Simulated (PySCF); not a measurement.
Molecule: methyl propyl disulfide (CCCSSC, C4H10S2).

Geometry:
```tsv
atom	x (Å)	y (Å)	z (Å)
C1	2.578	-0.126	0.231
C2	1.280	-0.496	-0.470
C3	0.303	0.664	-0.538
S4	-1.266	0.277	-1.377
S5	-2.128	-1.094	-0.104
C6	-3.008	-0.026	1.066
H7	2.397	0.200	1.268
H8	3.268	-0.982	0.269
H9	3.098	0.696	-0.287
H10	0.789	-1.331	0.058
H11	1.481	-0.852	-1.494
H12	0.715	1.502	-1.128
H13	0.080	1.063	0.466
H14	-3.742	0.602	0.542
H15	-3.534	-0.698	1.761
H16	-2.312	0.603	1.638
```

Geometry PBE0-D3(BJ)/def2-SVP throughout; GIAO in PySCF 2.14, gas phase, one conformer, non-relativistic; equivalent atoms averaged; basis pcSseg-1.

Q: How do the shifts δ (against TMS, CS2 at the same level) depend on the functional? (a selection of nuclei; ppm; last column core-seconds on shared hosts with different chips, so compare them loosely)

A: 
```csv
functional,kind,C2,C6,C1,S4,S5,H14/H15/H16,H12/H13,H10/H11,H7/H8/H9,core-s
HF,Hartree–Fock,22.8,22.4,15.2,23.0,-60.3,2.07,1.88,1.50,1.01,8.6
LDA,LDA,26.8,25.4,14.1,148.2,37.9,2.11,2.25,1.65,0.98,18
PBE,GGA,27.6,25.5,15.8,133.9,37.0,2.10,2.19,1.64,1.00,25
BLYP,GGA,29.2,26.6,16.6,156.7,59.7,2.12,2.21,1.66,1.03,25
BP86,GGA,27.6,26.0,15.9,137.7,40.0,2.11,2.20,1.65,1.01,25
OPBE,GGA,25.8,24.3,15.8,103.9,19.3,2.08,2.16,1.63,0.98,26
KT2,GGA,28.1,25.1,15.7,131.2,38.8,2.10,2.20,1.62,1.00,21
KT3,GGA,28.1,25.0,16.5,125.4,42.4,2.08,2.17,1.63,1.00,22
B97-D,GGA,28.2,26.3,16.5,142.1,52.2,2.15,2.22,1.67,1.03,20
B3LYP,global hybrid,27.6,25.8,16.1,124.9,31.7,2.10,2.12,1.62,1.00,14
PBE0,global hybrid,25.9,24.7,15.4,96.6,4.7,2.08,2.09,1.59,0.98,22
mPW1PW91,global hybrid,25.9,24.9,15.6,97.5,6.4,2.08,2.08,1.58,0.98,14
WP04,global hybrid,28.1,27.4,17.2,139.3,57.8,2.05,2.07,1.57,0.97,20
B97-2,global hybrid,26.1,25.1,15.9,101.8,11.6,2.10,2.11,1.60,1.00,19
BHandHLYP,global hybrid,25.4,24.5,15.6,82.8,-8.8,2.08,2.02,1.56,1.00,20
CAM-B3LYP,range-separated hybrid,25.8,24.5,15.2,102.8,7.0,2.05,2.04,1.58,1.00,38
wB97X-D,range-separated hybrid,25.3,24.8,15.5,93.1,-1.3,2.06,2.03,1.56,0.98,33
LC-wPBE,range-separated hybrid,23.0,22.8,14.4,59.8,-31.1,1.99,1.94,1.51,0.95,42
```

Q: Which nucleus among those listed moves most, in ppm?

A: S4 (disulfide sulfur): from 23.0 ppm with HF to 156.7 ppm with BLYP. The smallest spread is 0.08 ppm, at H7/H8/H9. Proton shifts span only some 12 ppm, so a few tenths of a ppm matter as much there as several ppm in carbon.
